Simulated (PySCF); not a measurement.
PySCF input for H₃N, SMILES N, EOM-CCSD/aug-cc-pVDZ. Geometry optimised at PBE-D3(BJ)/def2-TZVPD.

```python
import numpy as np
from pyscf import gto, scf, dft, cc
from pyscf.cc import eom_rccsd

mol = gto.M(
    atom='''
    N     0.00000000    0.00000000    0.11791409
    H    -0.81794525   -0.47224091   -0.27513289
    H     0.00000000    0.94448182   -0.27513289
    H     0.81794525   -0.47224092   -0.27513289
    ''',
    basis='aug-cc-pVDZ',
    charge=0,
    spin=0,
    max_memory=1600,
    verbose=4,
)
mf = scf.RHF(mol)
mf.conv_tol = 1e-10
mf.max_cycle = 100
mf.kernel()
mycc = cc.CCSD(mf, frozen=1)
mycc.conv_tol = 1e-8
mycc.kernel()
mycc.solve_lambda()
dip = scf.hf.dip_moment(mol, mycc.make_rdm1(ao_repr=True))
res = {}
for name, solver, nroots, keep in (('singlet', eom_rccsd.EOMEESinglet, 9, 6), ('triplet', eom_rccsd.EOMEETriplet, 6, 3), ('IP', eom_rccsd.EOMIP, 6, 5), ('EA', eom_rccsd.EOMEA, 3, 2)):
    eom = solver(mycc)
    eom.max_cycle, eom.max_space = 200, 40
    e = eom.kernel(nroots=nroots)[0]
    res[name] = (e[:keep] * 27.211386245988, all(eom.converged[:keep]))
    print(name, 'roots / eV', res[name][0].round(3))
```

Output:

```
PySCF version 2.14.0

[INPUT] verbose = 4
[INPUT] num. atoms = 4
[INPUT] num. electrons = 10
[INPUT] charge = 0
[INPUT] spin (= nelec alpha-beta = 2S) = 0
[INPUT] symmetry False subgroup None
[INPUT] Mole.unit = angstrom
[INPUT] Symbol           X                Y                Z      unit          X                Y                Z       unit  Magmom
[INPUT]  1 N      0.000000000000   0.000000000000   0.117914090000 AA    0.000000000000   0.000000000000   0.222825336327 Bohr   0.0
[INPUT]  2 H     -0.817945250000  -0.472240910000  -0.275132890000 AA   -1.545692507389  -0.892405984715  -0.519925809960 Bohr   0.0
[INPUT]  3 H      0.000000000000   0.944481820000  -0.275132890000 AA    0.000000000000   1.784811969431  -0.519925809960 Bohr   0.0
[INPUT]  4 H      0.817945250000  -0.472240920000  -0.275132890000 AA    1.545692507389  -0.892406003613  -0.519925809960 Bohr   0.0

nuclear repulsion = 11.8332993658574
number of shells = 23
number of NR pGTOs = 68
number of NR cGTOs = 50
basis = aug-cc-pVDZ
ecp = {}


[settings echo left out]
init E= -56.0187804610727
  HOMO = -0.327181778521918  LUMO = 0.0230287484858245  gap/eV = 9.52971
cycle= 1 E= -56.1916166593969  delta_E= -0.173  |g|= 0.221  |ddm|= 1.69
  HOMO = -0.409685440182372  LUMO = 0.0344822688391067  gap/eV = 12.08642
cycle= 2 E= -56.2033749306285  delta_E= -0.0118  |g|= 0.0711  |ddm|= 0.186
  HOMO = -0.437906195906722  LUMO = 0.0352635193187902  gap/eV = 12.87560
cycle= 3 E= -56.2044944985338  delta_E= -0.00112  |g|= 0.0232  |ddm|= 0.0485
  HOMO = -0.428983382916162  LUMO = 0.0357504181068333  gap/eV = 12.64605
cycle= 4 E= -56.2046478027005  delta_E= -0.000153  |g|= 0.00495  |ddm|= 0.0171
  HOMO = -0.429809733165399  LUMO = 0.0356738751986816  gap/eV = 12.66645
cycle= 5 E= -56.2046616530962  delta_E= -1.39e-05  |g|= 0.00105  |ddm|= 0.00632
  HOMO = -0.429955682636148  LUMO = 0.0356556149344578  gap/eV = 12.66993
cycle= 6 E= -56.2046628437725  delta_E= -1.19e-06  |g|= 0.000257  |ddm|= 0.00236
  HOMO = -0.429997919203781  LUMO = 0.0356518965629036  gap/eV = 12.67098
cycle= 7 E= -56.2046629187621  delta_E= -7.5e-08  |g|= 3.9e-05  |ddm|= 0.000679
  HOMO = -0.429999098891983  LUMO = 0.0356519176963017  gap/eV = 12.67101
cycle= 8 E= -56.2046629200619  delta_E= -1.3e-09  |g|= 4.2e-06  |ddm|= 0.000106
  HOMO = -0.429998832383692  LUMO = 0.0356521455207819  gap/eV = 12.67101
cycle= 9 E= -56.2046629200717  delta_E= -9.83e-12  |g|= 5.19e-07  |ddm|= 1.49e-05
  HOMO = -0.4299988997102  LUMO = 0.035652149802174  gap/eV = 12.67101
Extra cycle  E= -56.2046629200722  delta_E= -4.26e-13  |g|= 2.03e-07  |ddm|= 1.36e-06
converged SCF energy = -56.2046629200722

******** <class 'pyscf.cc.ccsd.CCSD'> ********
CC2 = 0
CCSD nocc = 4, nmo = 49
frozen orbitals 1
max_cycle = 50
direct = 0
conv_tol = 1e-08
conv_tol_normt = 1e-05
diis_space = 6
diis_start_cycle = 0
diis_start_energy_diff = 1e+09
Init t2, MP2 energy = -56.4048724312949  E_corr(MP2) -0.200209511222722
Init E_corr(CCSD) = -0.200209511222744
cycle = 1  E_corr(CCSD) = -0.209639256779071  dE = -0.00942974556  norm(t1,t2) = 0.0304022
cycle = 2  E_corr(CCSD) = -0.213786966498628  dE = -0.00414770972  norm(t1,t2) = 0.00967948
cycle = 3  E_corr(CCSD) = -0.214908188261311  dE = -0.00112122176  norm(t1,t2) = 0.00416197
cycle = 4  E_corr(CCSD) = -0.21533052165858  dE = -0.000422333397  norm(t1,t2) = 0.00136745
cycle = 5  E_corr(CCSD) = -0.215307946293204  dE = 2.25753654e-05  norm(t1,t2) = 0.0003891
cycle = 6  E_corr(CCSD) = -0.215295522502711  dE = 1.24237905e-05  norm(t1,t2) = 0.000111689
cycle = 7  E_corr(CCSD) = -0.215296207190027  dE = -6.84687316e-07  norm(t1,t2) = 4.82901e-05
cycle = 8  E_corr(CCSD) = -0.215297059092235  dE = -8.51902208e-07  norm(t1,t2) = 1.77502e-05
cycle = 9  E_corr(CCSD) = -0.215296585357983  dE = 4.73734252e-07  norm(t1,t2) = 6.76753e-06
cycle = 10  E_corr(CCSD) = -0.215296558403368  dE = 2.69546149e-08  norm(t1,t2) = 2.43984e-06
cycle = 11  E_corr(CCSD) = -0.215296524382676  dE = 3.40206924e-08  norm(t1,t2) = 6.4477e-07
cycle = 12  E_corr(CCSD) = -0.215296513990576  dE = 1.03920998e-08  norm(t1,t2) = 2.20739e-07
cycle = 13  E_corr(CCSD) = -0.215296513406396  dE = 5.84180426e-10  norm(t1,t2) = 6.32702e-08
CCSD converged
E(CCSD) = -56.41995943347855  E_corr = -0.2152965134063958
cycle = 1  norm(lambda1,lambda2) = 0.00758753
cycle = 2  norm(lambda1,lambda2) = 0.0016214
cycle = 3  norm(lambda1,lambda2) = 0.000841667
cycle = 4  norm(lambda1,lambda2) = 0.00026742
cycle = 5  norm(lambda1,lambda2) = 8.13691e-05
cycle = 6  norm(lambda1,lambda2) = 2.33279e-05
cycle = 7  norm(lambda1,lambda2) = 9.33544e-06
Dipole moment(X, Y, Z, Debye): -0.00000, -0.00000, -1.54067

******** <class 'pyscf.cc.eom_rccsd.EOMEESinglet'> ********
max_space = 40
max_cycle = 200
conv_tol = 1e-08
partition = None
EOM-CCSD root 0 E = 0.2370007178545679  qpwt = 0.947153  conv = True
EOM-CCSD root 1 E = 0.2952762688142416  qpwt = 0.951633  conv = True
EOM-CCSD root 2 E = 0.2952762698701997  qpwt = 0.951685  conv = True
EOM-CCSD root 3 E = 0.3551214838466325  qpwt = 0.934913  conv = True
EOM-CCSD root 4 E = 0.3808880877517049  qpwt = 0.947324  conv = True
EOM-CCSD root 5 E = 0.3857581685889037  qpwt = 0.9469  conv = True
EOM-CCSD root 6 E = 0.385758169422607  qpwt = 0.946832  conv = True
EOM-CCSD root 7 E = 0.4177042901057058  qpwt = 0.952357  conv = True
EOM-CCSD root 8 E = 0.4177042908015439  qpwt = 0.95238  conv = True
singlet roots / eV [ 6.449  8.035  8.035  9.663 10.364 10.497]

******** <class 'pyscf.cc.eom_rccsd.EOMEETriplet'> ********
max_space = 40
max_cycle = 200
conv_tol = 1e-08
partition = None
EOM-CCSD root 0 E = 0.2254921673231323  qpwt = 0.945286  conv = True
EOM-CCSD root 1 E = 0.28990745180211  qpwt = 0.943821  conv = True
EOM-CCSD root 2 E = 0.2899074648719752  qpwt = 0.943822  conv = True
EOM-CCSD root 3 E = 0.3256751345826754  qpwt = 0.955637  conv = True
EOM-CCSD root 4 E = 0.3708724288955898  qpwt = 0.943193  conv = True
EOM-CCSD root 5 E = 0.3746037663588013  qpwt = 0.947668  conv = True
triplet roots / eV [6.136 7.889 7.889]

******** <class 'pyscf.cc.eom_rccsd.EOMIP'> ********
max_space = 40
max_cycle = 200
conv_tol = 1e-08
partition = None
EOM-CCSD root 0 E = 0.3928819075423819  qpwt = 0.951725  conv = True
EOM-CCSD root 1 E = 0.6008649435244706  qpwt = 0.964255  conv = True
EOM-CCSD root 2 E = 0.600864959649489  qpwt = 0.964255  conv = True
EOM-CCSD root 3 E = 1.012708969268254  qpwt = 0.810673  conv = True
EOM-CCSD root 4 E = 1.067406793604967  qpwt = 0.00883043  conv = True
EOM-CCSD root 5 E = 1.099879402780469  qpwt = 0.000435682  conv = True
IP roots / eV [10.691 16.35  16.35  27.557 29.046]

******** <class 'pyscf.cc.eom_rccsd.EOMEA'> ********
max_space = 40
max_cycle = 200
conv_tol = 1e-08
partition = None
EOM-CCSD root 0 E = 0.02784061047760177  qpwt = 0.995323  conv = True
EOM-CCSD root 1 E = 0.05670006261531688  qpwt = 0.997676  conv = True
EOM-CCSD root 2 E = 0.05670006283061205  qpwt = 0.997676  conv = True
EA roots / eV [0.758 1.543]
```

Self-consistency was reached.

Cost: around 13 core-seconds (rough).
